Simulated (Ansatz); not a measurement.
# C2HSi: the cost of one run

The runs use Ansatz 0.2.0, Gaussian basis; def2-QZVPP, core rule «outside noble gas», up to 7 orbitals frozen.

The runs, in order: UHF; ROHF; CCSD(T) on UHF.

2 further runs of the same task are left out: 2 set aside as unsound or not needed.

### Step 1. The system

The geometry is a PBE0/def2-TZVP stationary point (not a proven minimum) of the parent state, kept for this charge and spin.

4 atoms, charge 0, spin multiplicity 4.

Atoms are counted from 1 here; the program's logs count them from 0.

Bond lengths: C1–C2 1.222 Å, C1–H4 1.067 Å, C2–Si3 1.799 Å. Angles: C2–C1–H4 180.0°, C1–C2–Si3 180.0°.

### Step 2. UHF

in.yaml reads:

```yaml
crystal:
  periodic: [false, false, false]
  atoms:
    - {symbol: C, position_ang: [0.000000, 0.000000, 0.794175]}
    - {symbol: C, position_ang: [0.000000, 0.000000, -0.427825]}
    - {symbol: Si, position_ang: [0.000000, 0.000000, -2.227125]}
    - {symbol: H, position_ang: [0.000000, 0.000000, 1.860775]}
basis:
  gaussian: {orbitals: "def2-QZVPP.json"}
magnetization: {spin_polarized: true, initial_magnetization: 3}
hamiltonian: {xc: hf}
output: {orbitals: {seedname: orbitals}}
```

On the command line:

```console
$ ansatz run in.yaml --threads 1 --pin off --events-out ev --progress --plain --max-ram 2393MiB
```

Q: Estimate wall time and peak memory on 1 thread of Arm Neoverse V1, shared host.

About 13 s, with a peak of 0.42 GiB.
